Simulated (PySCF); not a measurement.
C₂H₇OP.
Structure used (PBE0-D3(BJ)/def2-SVP), in Å, numbered top down from 1:
```xyz
11
C2H7OP angstrom
C     -1.3996    0.3260    0.2732
P      0.3449    0.7003   -0.0601
C      1.1613   -0.9147   -0.2021
O      0.9807    1.6501    0.9022
H     -1.8275   -0.3420   -0.4891
H     -1.9620    1.2704    0.2938
H     -1.4774   -0.1450    1.2644
H      0.3034    1.1346   -1.4233
H      2.2121   -0.7555   -0.4829
H      1.1363   -1.4119    0.7791
H      0.6728   -1.5540   -0.9527
```

Computed with core-valence-separated Tamm–Dancoff BHandHLYP/aug-pcX-1 (pcseg-1 on H, def2-SVPD on P) in PySCF, non-relativistic, gas phase, PBE0-D3(BJ)/def2-SVP geometry. The energies are unshifted.

The lowest roots of each edge with f over 0.003 (five at most, numbered afresh; weaker and dark ones are left out), with transition dipoles (au) in the frame of the coordinates:

```json
{"root": "1", "edge": "C", "E (eV)": "285.72", "f": "0.0099", "μx": "0.0375", "μy": "0.0014", "μz": "0.0005"}
{"root": "2", "edge": "C", "E (eV)": "285.72", "f": "0.0137", "μx": "0.0064", "μy": "0.0409", "μz": "0.0155"}
{"root": "3", "edge": "C", "E (eV)": "286.32", "f": "0.0080", "μx": "-0.0090", "μy": "-0.0105", "μz": "-0.0308"}
{"root": "4", "edge": "C", "E (eV)": "286.32", "f": "0.0424", "μx": "0.0253", "μy": "0.0229", "μz": "0.0699"}
{"root": "5", "edge": "C", "E (eV)": "286.45", "f": "0.0208", "μx": "-0.0509", "μy": "0.0141", "μz": "0.0129"}
{"root": "6", "edge": "O", "E (eV)": "531.17", "f": "0.0263", "μx": "0.0169", "μy": "0.0224", "μz": "0.0352"}
{"root": "7", "edge": "O", "E (eV)": "531.98", "f": "0.0157", "μx": "0.0047", "μy": "0.0209", "μz": "-0.0273"}
{"root": "8", "edge": "O", "E (eV)": "532.15", "f": "0.0172", "μx": "-0.0324", "μy": "0.0154", "μz": "0.0059"}
{"root": "9", "edge": "O", "E (eV)": "533.09", "f": "0.0099", "μx": "-0.0127", "μy": "-0.0230", "μz": "-0.0085"}
{"root": "10", "edge": "O", "E (eV)": "533.56", "f": "0.0122", "μx": "0.0076", "μy": "0.0230", "μz": "-0.0186"}
```

Problem. Molecules are fixed in this frame and the field points along (1, 0, −1)/√2. What effective strengths 3 f cos²θ do the roots have (θ between field and μ)?

Solution. root 1 (C1/C3): 0.014, root 2 (C1/C3): 0.001, root 3 (C1/C3): 0.005, root 4 (C1/C3): 0.021, root 5 (C1/C3): 0.043, root 6 (O4): 0.007, root 7 (O4): 0.020, root 8 (O4): 0.029, root 9 (O4): 0.000, root 10 (O4): 0.013. Root 5 is the strongest. Averaged over all orientations cos²θ is 1/3, which gives f back. For degenerate partners only the sum has meaning, as the program may mix them freely.

